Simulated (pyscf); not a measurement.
Optimised with ωB97X-D3(BJ)/def2-SVP in PySCF.

Q: For `[OH][SiH2][O][Si]([OH])([OH])[F]` + `[H][H]` → `[OH][Si]([OH])([OH])[F]` + `[OH][SiH3]`, a four-centre exchange (singlet surface; O–Si, H–H broken, H–O, H–Si formed), PBE/def2-TZVP gives ΔE‡ = 49.6 kcal/mol and ΔE = +24.2 kcal/mol (zero: the separated reactants). In which direction and how far do B3LYP-D3(BJ)/def2-TZVP, PBE0-D3(BJ)/def2-TZVP, ωB97M-D3(BJ)/def2-TZVP move these?

A: B3LYP-D3(BJ): ΔE‡ = 56.8 kcal/mol, ΔE = +28.2 kcal/mol; PBE0-D3(BJ): ΔE‡ = 53.2 kcal/mol, ΔE = +26.1 kcal/mol; ωB97M-D3(BJ): ΔE‡ = 57.1 kcal/mol, ΔE = +27.3 kcal/mol. PBE's barrier lies under all of them, by 3.6 to 7.5 kcal/mol. Its reaction energy lies under all of them, by 1.9 to 4.0 kcal/mol. On the product side the descent ends in a complex, 7.2 kcal/mol under the separated species and 36.7 kcal/mol under the saddle at ωB97X-D3(BJ)/def2-TZVP. This is the saddle that the search found; another between the same sides may lie lower.
